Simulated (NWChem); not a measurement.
Molecule: ethanethiol (C2H6S); SMILES CCS

```xyz
9

C      0.3590    -1.6363    -0.0494
C     -0.6390    -0.4984     0.0396
S      0.1001     1.1635    -0.0599
H     -0.1581    -2.6097    -0.0422
H      1.0567    -1.6228     0.8026
H      0.9557    -1.5671    -0.9710
H     -1.3413    -0.5260    -0.8085
H     -1.2502    -0.5675     0.9528
H      0.8163     1.0856     1.0830
```
Atoms are numbered in this order, from 1.

All runs: NWChem. The geometry was optimised at PBE0/def2-SVP. Ions are spin-unrestricted doublets at the neutral geometry; other ion states weren't tried.

```json
[
 {"level": "PBE/3-21G", "basis functions": "43", "vertical ionisation energy, ΔSCF (eV)": "9.21", "−ε(HOMO) (eV)": "5.40", "ΔSCF minus −ε(HOMO) (eV)": "3.81"},
 {"level": "PBE/pcseg-1", "basis functions": "76", "vertical ionisation energy, ΔSCF (eV)": "9.18", "−ε(HOMO) (eV)": "5.57", "ΔSCF minus −ε(HOMO) (eV)": "3.61"},
 {"level": "PBE/aug-pcseg-1", "basis functions": "127", "vertical ionisation energy, ΔSCF (eV)": "9.15", "−ε(HOMO) (eV)": "5.60", "ΔSCF minus −ε(HOMO) (eV)": "3.55"},
 {"level": "PBE/pcseg-2", "basis functions": "178", "vertical ionisation energy, ΔSCF (eV)": "9.12", "−ε(HOMO) (eV)": "5.57", "ΔSCF minus −ε(HOMO) (eV)": "3.55"},
 {"level": "PBE/def2-TZVPP", "basis functions": "188", "vertical ionisation energy, ΔSCF (eV)": "…", "−ε(HOMO) (eV)": "…", "ΔSCF minus −ε(HOMO) (eV)": "…"}
]
```

Task: What belongs in the gaps?

Result: 
- PBE/def2-TZVPP, vertical ionisation energy, ΔSCF (eV): 9.09
- PBE/def2-TZVPP, −ε(HOMO) (eV): 5.52
- PBE/def2-TZVPP, ΔSCF minus −ε(HOMO) (eV): 3.57
